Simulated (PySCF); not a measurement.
# F3: the cost of one run

Programs: PySCF 2.14.0. All values are calculated, for the isolated system unless a continuum is named. Atoms count from 0, parts from 1.

### 1 The system as given

3 atoms, charge -1, multiplicity 1; geometry: GFN2-xTB. Parts: 1 = atoms 0–1, `FF`, charge 0; 2 = atom 2, `[F-]`, charge -1.

### 2 Relaxing the molecule at PBE0-D3(BJ)/def2-TZVPD

Job settings and geometry (Å):

```
{"job": {"xc": "PBE0", "basis": "def2-TZVPD", "d3": "d3bj", "grid": 3, "kind": "geom", "shake": 0.01}, "charge": -1, "multiplicity": 1, "parts": [{"atoms": "0-1", "charge": 0, "multiplicity": 1}, {"atoms": "2-2", "charge": -1, "multiplicity": 1}]}
F      1.018584    -0.149414    -0.286710
F     -0.825814     0.039713     0.101162
F      2.796835    -0.293665    -0.692315
```

The run is started by

```sh
$ OMP_NUM_THREADS=1 python cluster_run.py task.json out
```

This one command runs all jobs of the session in turn.

**Question.** How long does this job take on 1 thread of Arm Neoverse N1, shared host, and how much memory does it need?

About 22 s, with a peak of 0.43 GiB.
